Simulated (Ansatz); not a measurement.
Cartesian coordinates (Å):
SMILES: COC
```xyz
9

C      1.1391     0.2165     0.1457
O     -0.0614    -0.0585    -0.5194
C     -1.1468    -0.2239     0.3489
H      1.0827     1.1537     0.7385
H      1.4297    -0.6015     0.8380
H      1.9290     0.3298    -0.6115
H     -1.3400     0.6869     0.9538
H     -0.9931    -1.0683     1.0533
H     -2.0392    -0.4347    -0.2589
```
Charge 0, multiplicity 1.

Computed with frozen-core CCSD(T)/cc-pVTZ // B3LYP-D3(BJ)/def2-SVP (Ansatz, an electronic-structure program).

| Quantity | Value |
|---|---|
| HF energy | -154.12513 Ha |
| MP2 correlation energy | -0.59830 Ha |

Question: Estimate the CCSD correlation energy, the (T) correction, the total energy and the T1 diagnostic.

Answer: 
```json
{
  "CCSD correlation energy": "-0.62847 Ha",
  "(T) correction": "-0.02243 Ha",
  "CCSD(T) total energy": "-154.77603 Ha",
  "T1 diagnostic": "0.010"
}
```
